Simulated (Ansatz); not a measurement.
Working through a composite energy at a relaxed geometry of FH4NSi, SMILES N[SiH2]F

Program: Ansatz's Python interface.

Interactive session:
```pycon
>>> from dataclasses import dataclass
>>> import itertools
>>> import ansatz as az
>>> from ase.data import atomic_numbers, covalent_radii
>>> import numpy as np
>>> @dataclass(frozen=True)
... class Settings:
...     basis: str = "def2-SVP"
...     functional: str = "pbe0"
...
>>> cfg = Settings()
>>> GEOMETRY = """
... N    -0.69170    0.46150   -0.61620
... Si    0.53050   -0.03390    0.35250
... F     0.19180   -1.57660    0.59920
... H    -0.68130   -0.07760   -1.45550
... H    -1.60290    0.29560   -0.15240
... H     0.49200    0.73850    1.62150
... H     1.82280    0.12460   -0.39480
... """
>>> molecule = az.Crystal.molecule()
>>> for line in GEOMETRY.strip().splitlines():
...     symbol, *xyz = line.split()
...     molecule = molecule.atom(symbol, [float(v) for v in xyz])
...
>>> setup = (
...     molecule.calculation()
...     .basis(gaussian=cfg.basis)
...     .functional(cfg.functional)
... )
>>> symbols = [site.symbol for site in molecule.cartesian_sites]
>>> start = np.array([site.position_ang for site in molecule.cartesian_sites], dtype=float)
>>> rep = setup.relax(force_tolerance=0.01).run(threads=1, pin="off").report

>>> end = np.array(rep["positions_ang"])
>>> # pairs closer than 1.2 times the sum of covalent radii, before or after
>>> radius = [covalent_radii[atomic_numbers[s]] for s in symbols]
>>> span = lambda where, i, j: np.linalg.norm(where[i] - where[j])
>>> bonded = [(i, j) for i, j in itertools.combinations(range(len(symbols)), 2) if min(span(start, i, j), span(end, i, j)) < 1.2 * (radius[i] + radius[j])]
>>> print("pair        before    after (A)")
pair        before    after (A)
>>> for i, j in bonded:
...     print(f"{symbols[i]}{i}-{symbols[j]}{j}".ljust(10), f"{span(start, i, j):8.4f} {span(end, i, j):8.4f}")
...
N0-Si1       1.6363   1.7079
N0-H3        0.9976   1.0134
N0-H4        1.0358   1.0134
Si1-F2       1.5986   1.6318
Si1-H5       1.4861   1.4860
Si1-H6       1.5012   1.4860
>>> for first, second in list(itertools.combinations(bonded, 2)):
...     shared = set(first) & set(second)
...     if shared and symbols[(j := shared.pop())] != "H":
...         i, k = sorted((set(first) | set(second)) - {j})
...         u, v = end[i] - end[j], end[k] - end[j]
...         angle = np.degrees(np.arccos(np.clip(u @ v / np.linalg.norm(u) / np.linalg.norm(v), -1, 1)))
...         print(f"final angle {symbols[i]}{i}-{symbols[j]}{j}-{symbols[k]}{k}: {angle:.2f} deg")
...
final angle Si1-N0-H3: 121.42 deg
final angle Si1-N0-H4: 121.41 deg
final angle N0-Si1-F2: 114.29 deg
final angle N0-Si1-H5: 108.35 deg
final angle N0-Si1-H6: 108.36 deg
final angle H3-N0-H4: 111.47 deg
final angle F2-Si1-H5: 106.03 deg
final angle F2-Si1-H6: 106.03 deg
final angle H5-Si1-H6: 113.92 deg
>>> minimum = az.Crystal.molecule()
>>> for symbol, place in zip(symbols, end):
...     minimum = minimum.atom(symbol, place.tolist())
...
>>> at_minimum = minimum.calculation()
>>> # MP2 extrapolated to the basis limit, plus the small-basis difference CCSD(T) - MP2
>>> level = lambda method, basis: at_minimum.basis(gaussian=basis).correlation(method).run(threads=1, pin="off").report
>>> small, large, cluster = level("mp2", "cc-pVDZ"), level("mp2", "cc-pVTZ"), level("ccsd_t", "cc-pVDZ")
>>> corr = lambda each: (each["free_energy_ev"] - each["reference_energy_ev"]) / 27.211386246
>>> mp2_limit = (27 * corr(large) - 8 * corr(small)) / 19
>>> pieces = {"HF / cc-pVTZ": large["reference_energy_ev"] / 27.211386246, "MP2 correlation, DZ-TZ limit": mp2_limit, "CCSD(T) - MP2 / cc-pVDZ": corr(cluster) - corr(small)}
>>> for name, value in pieces.items():
...     print(f"{name:32s} {value:14.6f} Ha")
...
HF / cc-pVTZ                        -445.323407 Ha
MP2 correlation, DZ-TZ limit          -0.651908 Ha
CCSD(T) - MP2 / cc-pVDZ               -0.037900 Ha
>>> print(f"{'sum':32s} {sum(pieces.values()):14.6f} Ha")
sum                                 -446.013214 Ha
>>> print("T1 diagnostic", round(cluster["correlation"]["coupled_cluster"]["t1_diagnostic"], 4))
T1 diagnostic 0.0114
```

What to keep in mind:
- These settings explore the input space; basis and method may be short of convergence.
- The sum leaves out core correlation, relativity, the Hartree-Fock basis error and zero-point energy; a DZ-TZ extrapolation is rough.
- Inner cores stay frozen, so this is valence correlation.
- For Al to Cl the sets with a tight d function, cc-pV(X+d)Z, are usual.
- An extrapolation from small basis sets is rough.
- Timing: 22 s on 1 thread of Intel(R) Xeon(R) Platinum 8259CL CPU @ 2.50GHz (Skylake/Cascade Lake) (shared host), peak memory 0.31 GiB.

(A comment or docstring line of the script was reworded after the run, the code is as it ran; lines on the test bed's own set-up are left out of the output.)
